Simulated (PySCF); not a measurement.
Two species compared at the same levels of theory.

First species: C4H3FS.
InChI=1S/C4H3FS/c5-4-1-2-6-3-4/h1-3H

Second species: Ketenimine, C2H3N.
Bonds: C1–C2 (double), C2–N3 (double). Hydrogens: H4, H5 on C1; H6 on N3.

Levels: PBE0/def2-SVPD for dipole moment, HOMO energy, LUMO energy, HOMO–LUMO gap, static isotropic polarisability and electronic spatial extent ⟨r²⟩ about the centre of nuclear charge; TDDFT PBE0/def2-SVPD for lowest singlet excitation; TDA PBE0/def2-SVPD for lowest triplet excitation (Tamm–Dancoff); GFN2-xTB for rotational constant A and rotational constant C. Geometries: GFN2-xTB. All species are isolated and taken at one optimised geometry, non-relativistic unless stated; the electronic structure was computed with PySCF and density fitting.

Values for the first species:

- Dipole moment: 1.25 D
- HOMO energy: -7.09 eV
- LUMO energy: -0.68 eV
- HOMO–LUMO gap: 6.41 eV
- Lowest singlet excitation: 5.69 eV
- Lowest triplet excitation (Tamm–Dancoff): 3.81 eV
- Static isotropic polarisability: 61.4 au
- Electronic spatial extent ⟨r²⟩ about the centre of nuclear charge: 598 bohr²
- Rotational constant A: 7.289 GHz
- Rotational constant C: 1.852 GHz

Estimate the same properties for the second species, and the change in each.

```csv
property,first,second,second less first
dipole moment,1.25 D,1.30 D,+0.05 D
HOMO energy,-7.09 eV,-6.84 eV,+0.25 eV
LUMO energy,-0.68 eV,-0.13 eV,+0.55 eV
HOMO–LUMO gap,6.41 eV,6.71 eV,+0.30 eV
lowest singlet excitation,5.69 eV,4.69 eV,-1.00 eV
lowest triplet excitation (Tamm–Dancoff),3.81 eV,4.21 eV,+0.40 eV
static isotropic polarisability,61.4 au,33.7 au,-27.7 au
electronic spatial extent ⟨r²⟩ about the centre of nuclear charge,598 bohr²,155 bohr²,-443 bohr²
rotational constant A,7.289 GHz,216.490 GHz,+209.201 GHz
rotational constant C,1.852 GHz,9.655 GHz,+7.803 GHz
```

On the first: The polarisability is 9.09 Å³ as a volume (1 au = 0.148185 Å³), or 1.18 au for each of the 52 electrons. S1 lies 0.72 eV below the HOMO–LUMO gap; its leading configuration is HOMO→LUMO, weight 0.86.

On the second: The dipole matches unit charges of opposite sign 0.27 Å apart (1 e·Å = 4.8032 D). No computed singlet falls in the visible range (750 to 380 nm, 1.65 to 3.26 eV); S1 lies 1.43 eV above its blue end.
